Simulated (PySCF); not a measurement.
`C=NC(=C)C=C`. The geometry is computed with GFN2-xTB (gas phase).

```
atom  x, y, z in Å
C1     2.1288    0.2892    0.4254
C2     1.2924   -0.2168   -0.4715
C3    -0.1478   -0.3415   -0.2733
C4    -0.9357   -0.9479   -1.1719
N5    -0.6299    0.0935    0.9517
C6    -1.6352    0.8291    1.0780
H7     1.7767    0.6342    1.3828
H8     3.1861    0.3620    0.2361
H9     1.6513   -0.5676   -1.4295
H10   -1.9912   -1.0723   -1.0009
H11   -0.5289   -1.3896   -2.0640
H12   -1.9742    1.0692    2.0761
H13   -2.1967    1.2592    0.2431
```

(1) Which two atoms are farthest apart?

(2) Where is the centre of mass (commonest isotopes), and what is the radius of gyration?

(3) Work out the bond lengths C1–H7, C2–C3, C3=C4, C4–H10 in Å.

(4) How far apart are these pairs, which share no bond: C1···H12, C2···N5, C2···H10, C2···H11?

(5) How far are the heavy atoms from their best plane (unweighted least squares)?

(6) What is the repulsion energy of the bare nuclei, Σ ZA·ZB/RAB?

(7) What are the angles C2–C1–H8, H7–C1–H8, C2–C3–C4, H12–C6–H13, N5–C6–H13?

(8) Give the dihedral angles H9–C2–C3–C4, C2–C3–N5–C6, N5–C3–C4–H11, C1–C2–C3–N5, H9–C2–C3–N5.

Answers

(1) H8···H12, 5.52 Å; the next longest distance is 5.51 Å.

(2) Mass 81.058 u; centre at (-0.006, -0.038, 0.096) Å; Rg = √(Σ m r²/M) = 1.730 Å. As Ia + Ib + Ic = 2 Σ m r², the three principal moments sum to 485.3 u·Å².

(3) For C1–H7 the difference vector is (-0.3521, 0.3450, 0.9574) Å, of length 1.0769 Å. C1–H7 1.077; C2–C3 1.459; C3=C4 1.340; C4–H10 1.076 Å.

(4) C1···H12 4.491 Å (5 bonds apart); C2···N5 2.412 Å (2 bonds apart); C2···H10 3.434 Å (3 bonds apart); C2···H11 2.689 Å (3 bonds apart).

(5) 0.177 Å rms; C1 0.01, C2 0.12, C3 0.03, C4 0.00, N5 0.34, C6 0.24 Å (magnitudes).

(6) 209.79 Eh over 78 pairs, with full nuclear charges and distances in bohr; the largest single term is 17.75 Eh (N5 with C6).

(7) From the scalar product of the two bond vectors; for C2–C1–H8 it is -0.7514 Å² over 1.3267 × 1.0766 Å², cos θ = -0.5261. C2–C1–H8 121.7°; H7–C1–H8 117.1°; C2–C3–C4 121.9°; H12–C6–H13 117.1°; N5–C6–H13 124.5°.

(8) H9–C2–C3–C4 5° (synperiplanar); C2–C3–N5–C6 133° (anticlinal); N5–C3–C4–H11 -172° (antiperiplanar); C1–C2–C3–N5 -1° (synperiplanar); H9–C2–C3–N5 180° (antiperiplanar). Dihedral signs follow IUPAC: positive where, seen along the central bond, the front bond turns clockwise onto the rear one.

Whether it is a minimum is left open (no frequencies). One conformer, not necessarily the lowest.
